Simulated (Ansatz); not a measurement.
Ideal-gas functions of `O=COCF` at 400 K and 1 bar, from an Ansatz frequency run at PBE0-D4/def2-TZVP.

Molar mass 78.04 g/mol, point group Cs (symmetry number 1), electronic degeneracy 1, moments of inertia 24.894, 170.104, 191.713 u Å². Harmonic wavenumbers (cm⁻¹, unscaled): 47, 226, 333, 455, 805, 1014, 1048, 1158, 1169, 1246, 1267, 1401, 1443, 1524, 1830, 3069, 3072, 3138.

Use S(trans) = R[1.5 ln M + 2.5 ln T − 1.1517]; rotational temperatures θ = 24.2544 K / I; S(rot) = R[ln(√π/σ · √(T³/θAθBθC)) + 1.5]; for each mode x = 1.438777 ν̃/T, S = R[x/(eˣ − 1) − ln(1 − e⁻ˣ)] and H = RT x/(eˣ − 1); 1 cm⁻¹ = 0.0119627 kJ/mol; R = 8.31446 J/(mol·K).

Task: By hand: the entropy, in J/(mol·K).

Result: Translation 169.3. Rotation: θ = 0.9743, 0.1426, 0.1265 K, giving 108.8. Vibration, mode by mode: 23.10, 10.26, 7.29, 5.09, 1.88, 1.03, 0.93, 0.68, 0.65, 0.52, 0.49, 0.33, 0.29, 0.23, 0.09, 0.00, 0.00, 0.00, in all 52.9. Electronic 0.0. Sum 331.0 J/(mol·K).

Task: By hand: H − E and G − E in kJ/mol, counted from the electronic energy.

Result: Zero-point energy ½ × 24245 × 0.0119627 = 145.0; thermal vibration 10.5; translation, rotation and pV give 4 RT = 13.3. H − E = 168.8 kJ/mol, and G − E = 168.8 − 400 × 331.0/1000 = 36.4 kJ/mol.

Vibration gives 16 % of the entropy, 23.1 J/(mol·K) of it from the mode under 150 cm⁻¹: soft modes count most, and the harmonic formula is weakest for them. The sum counts one conformer and one mirror image; others add a mixing term.
